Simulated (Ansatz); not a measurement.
Basis-set extrapolation for `CNC1(O)C=N1` (PBE0-D4/def2-TZVP geometry, frozen core, the Gaussian-basis code of Ansatz). Multiplicity 1, RHF reference.

```tsv
	def2-TZVPP	def2-QZVPP
HF	-300.887304	-300.901142
MP2 correlation	-1.134350	-1.213617
CCSD(T) correlation	-1.210688	not run
```

Energies in hartree. Use E(X) = E(∞) + A·exp(−7.88·√X) for Hartree–Fock and E(X) = E(∞) + B·X^(−2.97) for correlation, with X = 3 and 4, and add CCSD(T) minus MP2 of the smaller set to the MP2 limit.

Problem. What is the CCSD(T) energy at the basis-set limit?

Solution. HF limit: -300.901142 + (-0.013838) × 0.13774 = -300.90305. MP2 limit: -1.213617 + (-0.079267) × 0.74074 = -1.27233. Higher-order term: -1.210688 − (-1.134350) = -0.07634. Total: -302.25172 hartree, 403.6 kJ/mol below CCSD(T)/def2-TZVPP.
